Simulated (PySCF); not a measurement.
Compound: methylenesilane, CH4Si.
Geometry (PBE0-D3(BJ)/def2-SVP, Å), atoms numbered from 1 in this order:
```xyz
6
CH4Si angstrom
C     -0.9260   -0.0395   -0.0213
Si     0.7793    0.0353    0.0045
H     -1.5466    0.8604   -0.0517
H     -1.4647   -0.9912   -0.0085
H      1.6348   -1.1784    0.0464
H      1.5294    1.3173   -0.0125
```

The closed-shell ground state was solved at several levels (PySCF, density fitting, gas phase, non-relativistic).

```json
{"level": "B3LYP/6-31G*", "basis functions": "40", "total energy (Eh)": "-329.9391", "HOMO (eV)": "-6.21", "LUMO (eV)": "-1.00", "gap (eV)": "5.21", "dipole (D)": "0.34"}
{"level": "PBE0/pcSseg-1", "basis functions": "61", "total energy (Eh)": "-329.7447", "HOMO (eV)": "-6.63", "LUMO (eV)": "-1.17", "gap (eV)": "5.46", "dipole (D)": "0.70"}
{"level": "B3LYP/def2-TZVP", "basis functions": "92", "total energy (Eh)": "-329.9903", "HOMO (eV)": "-6.39", "LUMO (eV)": "-1.43", "gap (eV)": "4.96", "dipole (D)": "0.75"}
{"level": "B3LYP/aug-cc-pVTZ-J", "basis functions": "194", "total energy (Eh)": "-330.0003", "HOMO (eV)": "-6.42", "LUMO (eV)": "-1.53", "gap (eV)": "4.89", "dipole (D)": "0.78"}
{"level": "mPW1PW91/pcSseg-2", "basis functions": "135", "total energy (Eh)": "-329.9695", "HOMO (eV)": "-6.65", "LUMO (eV)": "-1.31", "gap (eV)": "5.34", "dipole (D)": "0.77"}
```

What might B3LYP/cc-pVTZ (120 basis functions) give for the same quantities?

Total energy -329.9915 Eh, HOMO -6.37 eV, LUMO -1.36 eV, gap 5.01 eV, dipole 0.67 D.

Over all these levels, which gives the widest orbital gap and which the narrowest?

PBE0/pcSseg-1 (global hybrid, 25 % exact exchange) has the widest, 5.46 eV, and B3LYP/aug-cc-pVTZ-J (global hybrid, 20 % exact exchange) the narrowest, 4.89 eV. Functional and basis both differ between the two, so the spread mixes both effects.

How much does the basis alone move the frontier levels among the 4 B3LYP rows (the withheld one included)?

The HOMO by 0.21 eV and the LUMO by 0.53 eV. By rising basis size (HOMO, LUMO in eV): 6-31G* -6.21, -1.00; def2-TZVP -6.39, -1.43; cc-pVTZ -6.37, -1.36; aug-cc-pVTZ-J -6.42, -1.53.

How far do the dipole and the HOMO energy spread over the levels?

The dipole runs from 0.34 to 0.78 D (mean 0.67 D) and the HOMO from -6.65 to -6.21 eV.
